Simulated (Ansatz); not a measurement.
Elements on the sites of an ideal rutile lattice, at a guessed lattice constant:

```xyz
18
Lattice="0.0000 -3.9498 2.5673 -3.9498 0.0000 2.5673 -3.9498 -3.9498 -2.5673" Properties=species:S:1:pos:R:3 pbc="T T T"
O    -2.7451   -2.7451    0.0000
O    -2.7451   -2.7451    2.5673
O    -6.6949   -6.6949    2.5673
O    -1.2047   -1.2047    0.0000
O    -5.1544   -5.1544    0.0000
O    -5.1544   -5.1544    2.5673
O    -0.7702   -3.1796    1.2836
O    -4.7200   -7.1293    1.2837
O    -4.7200   -3.1796    1.2837
O    -3.1796   -0.7702    1.2836
O    -7.1293   -4.7200    1.2837
O    -3.1796   -4.7200    1.2837
Si   -3.9498   -3.9498    0.0000
Si   -3.9498   -3.9498    2.5674
Si    0.0000    0.0000    0.0000
Si   -5.9246   -5.9246    1.2837
Si   -5.9246   -5.9246    3.8510
Ti   -1.9749   -1.9749    1.2836
```

Cell and atoms were relaxed without symmetry on coarser meshes and computed once more. Method: Ansatz 0.2.0, DFT PBE, scalar-relativistic, plane waves, PAW.

Cutoff 420 eV; k points 5×5×4 on the computed 18-atom cell (Γ-centred); Gaussian smearing, width 0.02 eV; no spin polarisation.

The relaxation ran on 3×3×2 (shifted) k points with a smearing of 0.1 eV, from sites shaken by 0.02 Å.

Task: What does the relaxation give?

Result: A volume of 8.49 Å³/atom and a gap on the mesh of 1.96 eV. It lies 2.61 eV/atom below the elements' standard states (static lattices, no corrections for gases). The atoms leave their sites by 0.07 Å (root mean square) and 0.13 Å at most, and the cell stretches by up to 1.4 % at fixed volume.

```yaml
crystal:
  lattice:
    - [0.02842, -4.30904, 2.74419]
    - [-4.30913, 0.02831, 2.74403]
    - [-4.27964, -4.27934, -2.74222]
  atoms:
    - { symbol: O, position: [0.21804, 0.21644, 0.48250] }
    - { symbol: O, position: [0.58176, 0.58022, 0.11890] }
    - { symbol: O, position: [0.89944, 0.89787, 0.79324] }
    - { symbol: O, position: [0.08667, 0.08497, 0.21485] }
    - { symbol: O, position: [0.45035, 0.44872, 0.85128] }
    - { symbol: O, position: [0.76895, 0.76729, 0.54051] }
    - { symbol: O, position: [0.64951, 0.01735, 0.16687] }
    - { symbol: O, position: [0.97937, 0.35875, 0.83911] }
    - { symbol: O, position: [0.30808, 0.68740, 0.49466] }
    - { symbol: O, position: [0.01891, 0.64781, 0.16689] }
    - { symbol: O, position: [0.36030, 0.97779, 0.83910] }
    - { symbol: O, position: [0.68901, 0.30642, 0.49465] }
    - { symbol: Si, position: [0.33423, 0.33257, 0.66691] }
    - { symbol: Si, position: [0.66782, 0.66626, 0.33335] }
    - { symbol: Si, position: [0.00060, 0.99891, 0.00042] }
    - { symbol: Si, position: [0.67177, 0.66996, 0.83111] }
    - { symbol: Si, position: [0.99670, 0.99512, 0.50265] }
    - { symbol: Ti, position: [0.33421, 0.33260, 0.16692] }
```

The gap is read on a mesh, which can miss the band edges, so it can be too wide.

Cost: 2 runs of about 3.5 core-minutes in all (earlier runs that led there not counted), on Arm Neoverse V2 (shared hosts).